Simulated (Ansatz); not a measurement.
Mulliken charges of H4NSi (`N[SiH2]`) radical from r2SCAN/def2-TZVPP in Ansatz (PBE0-D4/def2-TZVP geometry).

| atom | x (Å) | y (Å) | z (Å) | charge (e) |
| --- | --- | --- | --- | --- |
| N1 | -0.062 | -0.864 | 0.021 | -0.404 |
| Si2 | 0.307 | 0.815 | 0.162 | 0.238 |
| H3 | 0.565 | -1.476 | -0.476 | 0.158 |
| H4 | -0.504 | -1.346 | 0.788 | 0.158 |
| H5 | 0.657 | 1.308 | -1.204 | -0.075 |
| H6 | -0.922 | 1.499 | 0.664 | -0.075 |

Question: By hand: the dipole of these point charges (1 e Å = 4.8032 D).

Answer: Σ q r = (0.128, -0.113, 0.120) e Å, of length 0.209 e Å = 1.00 D.

Question: How does the dipole of the full density compare? (Estimate.)

Answer: Ansatz gave: (0.040, -0.334, 0.068) e Å, 1.65 D; the point charges give 0.61 times that, at 45° from its direction.

Point charges leave out the atoms' own dipoles, such as those of lone pairs, and Mulliken's split depends on the basis, so the two needn't agree.
